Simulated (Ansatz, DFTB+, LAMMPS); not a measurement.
**Elastic constant C44 of bcc W: levels of theory against measurement**

Reference value: 163 GPa (measured, 0 K, extrapolated to 0 K; zero-point effects included; as tabulated in Wang et al. (2022), arXiv:2209.12322).

What do MEAM library.meam-W, GFN1-xTB as cut by DFTB+, SNAP W_2940_2017_2.snap, LDA, PBE, PBEsol, revPBE, RPBE, PBE-D3(BJ), r²SCAN, r²SCAN+rVV10, HSE06 give, and how far is each from the reference?


| level (code) | value (GPa) | cell (Å³/atom) | difference (%) |
|---|---|---|---|
| MEAM library.meam-W (LAMMPS) | 157 | 15.85 | -3.7 |
| GFN1-xTB as cut by DFTB+ | 170 | 17.16 | +4.3 |
| SNAP W_2940_2017_2.snap (LAMMPS) | 144 | 16.09 | -11.7 |
| LDA (Ansatz) | 149 | 15.41 | -8.6 |
| PBE (Ansatz) | 139 | 16.13 | -14.7 |
| PBEsol (Ansatz) | 148 | 15.69 | -9.2 |
| revPBE (Ansatz) | 137 | 16.28 | -16.0 |
| RPBE (Ansatz) | 136 | 16.33 | -16.6 |
| PBE-D3(BJ) (Ansatz) | 152 | 15.77 | -6.7 |
| r²SCAN (Ansatz) | 147 | 15.91 | -9.8 |
| r²SCAN+rVV10 (Ansatz) | 151 | 15.80 | -7.4 |
| HSE06 (Ansatz) | 182 | 15.82 | +11.7 |

Once the reference is moved by up to 5.0 % (a margin picked here for doubts on the reference and the settings, and for temperature and zero-point motion) and values within 1.7 % count as equal, the nearest can be MEAM library.meam-W (-3.7 %), GFN1-xTB as cut by DFTB+ (+4.3 %), PBE-D3(BJ) (-6.7 %) or r²SCAN+rVV10 (-7.4 %). By the same margin the farthest can be RPBE (-16.6 %), revPBE (-16.0 %) or HSE06 (+11.7 %).

The reference isn't brought to a static lattice, while the calculations are for one, so the differences are not the levels' errors alone.  Density-functional levels without +SOC have no spin–orbit coupling. GFN1-xTB as cut by DFTB+: the method was fitted mainly to molecules. GFN1-xTB as cut by DFTB+: codes differ in how they cut the long-range tail of xTB's charge interaction in a crystal, so the value belongs to this code. LDA, PBE, PBEsol, revPBE, RPBE, PBE-D3(BJ), r²SCAN, r²SCAN+rVV10, HSE06: shear constants of such metals converge slowly with the k mesh. PBE-D3(BJ): the dispersion coefficients are held fixed in the derivatives. HSE06: hybrids on metals are sensitive to the k mesh. HSE06: the run warned that the count of filled bands differs between k points. Each level is taken at its own relaxed cell. Cutoffs and k meshes differ between the levels. Ansatz's density-functional and Hartree–Fock values are scalar-relativistic unless marked +SOC, with PAW data made under PBE.

Empirical potentials (MEAM library.meam-W) are fitted to chosen data: where that held the value shown, agreement is built in, and what lay outside the fit can be far off. Machine-learned potentials (SNAP W_2940_2017_2.snap) are trained on DFT data: a solid inside that data is no test of them.

Differences are worked out from the printed values.

Ansatz is an electronic-structure program.
